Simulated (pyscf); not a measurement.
`[OH][B]([OH])[OH]` + `[SH2]` -> `[OH][B]([OH])[SH]` + `[OH2]` (four-centre exchange; singlet surface; B–O, H–S broken, B–S, H–O formed). Structures and frequencies: ωB97X-D3(BJ)/def2-SVP in PySCF. Rate constants from transition-state theory, ωB97M-D3(BJ)/def2-TZVP energies (ideal gas, 1 atm, RRHO with modes under 100 cm⁻¹ raised to 100, one conformer, R ln 2 for chiral ones without a mode under 150 cm⁻¹; no tunnelling), k in cm³ molecule⁻¹ s⁻¹.

| T (K) | 1000/T | log10 k |
|---|---|---|
| 298 | 3.354 | -39.42 |
| 600 | 1.667 | -25.84 |
| 900 | 1.111 | ? |
| 1200 | 0.833 | -18.64 |

Task: Fit an Arrhenius line to the three values, give the activation energy, and predict k at 900 K.

Result: Least squares gives log10 k = -11.94 − 8.22 × 1000/T, so Ea = 8.22 × ln 10 × 1.987 = 37.6 kcal/mol, against an electronic barrier of 36.2. At 900 K the line gives -21.07; the computed value is -21.12 (ΔG‡ = 63.8 kcal/mol), close to the line. On the product side the descent ends in a complex, 5.3 kcal/mol under the separated species and 24.0 kcal/mol under the saddle at ωB97X-D3(BJ)/def2-TZVP. The reactants may also form a dative adduct at HO–B(OH)–OH; it and routes through it were not searched. The products may also form a dative adduct at HO–B(OH)–SH; it and routes through it were not searched. One saddle was located; it need not be the lowest between these sides.
